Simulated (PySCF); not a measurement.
## Core-level binding energies of `C#CP(C)C`

Compound: C₄H₇P.
Atom-mapped SMILES: `[CH:1]#[C:2][P:3]([CH3:4])[CH3:5]`

Theory: PySCF, delta-SCF UKS SCAN, pcX-2 on the ionised atom, pcseg-1 elsewhere, spin-free X2C. Binding energies are ΔSCF values: E(core-ionised, relaxed orbitals) − E(ground state) at a fixed geometry, referred to the vacuum level.

Q: List the computed XPS lines with their assignment.

A: 
```csv
atom(s),bonded to,level,binding energy (eV),above the level's lowest (eV),count
P3,3 C,P 1s,2150.32,0.00,1
C4/C5,3 H and P,C 1s,290.55,+0.54,2
C2,C (triple bond) and P,C 1s,290.23,+0.22,1
C1,C (triple bond) and H,C 1s,290.01,0.00,1
```

The listed C 1s values span 0.54 eV, from C1 (bonded to C (triple bond) and H) to C4/C5 (bonded to 3 H and P). The widest gap between neighbouring values is 0.32 eV, between 290.23 and 290.55 eV.

Q: Which photon wavelength matches the P 1s of P3 threshold?

A: λ = hc/E = 12398.42 eV Å / 2150.32 eV = 5.766 Å.

Q: Which photon energy gives electrons from P 1s of P3 a kinetic energy of 150 eV, and what is their de Broglie wavelength?

A: hν = 2150.32 + 150 = 2300.32 eV, recoil neglected; λ = 12.264 Å/√(E/eV) = 1.00 Å.

Atoms equivalent by their bonding share one computed value, that of the first of them. Not every level is listed. The unrestricted hole states depart most from a pure doublet (⟨S²⟩ = 0.75; over 0.85 named) for C 1s of C2 (0.87), which makes this value less certain. Isolated species at its PBE0-D3(BJ)/def2-SVP geometry, gas phase.

On Arm Neoverse V2, one thread, on a shared host, this took 26 s and 0.51 GiB of memory at its peak.
